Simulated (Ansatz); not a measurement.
Input file:

```yaml
crystal:
  periodic: [false, false, false]
  atoms:
    - {symbol: Al, position_ang: [0.000000, 0.000000, 0.000000]}
    - {symbol: Al, position_ang: [0.000000, 0.000000, 5.735000]}
basis:
  gaussian: {orbitals: pcseg-2}
correlation: {method: sc_nevpt2, electrons: valence, active_space: {window: {electrons: 2, orbitals: 2}, states: [{multiplicity: 1, weights: [1, 1]}], root: 2}}
```

```sh
$ ansatz run in.yaml --threads 1 --pin off --events-out ev --progress --plain --max-ram 2393MiB
```

Question: One thing in this input was set wrong on purpose, beside settings that are merely unusual. What is the gravest fault, and what does the program do?

Answer: Root beyond the states. How the run ends: refused.
```
Error: the active space averages no state 2, counted from zero
```
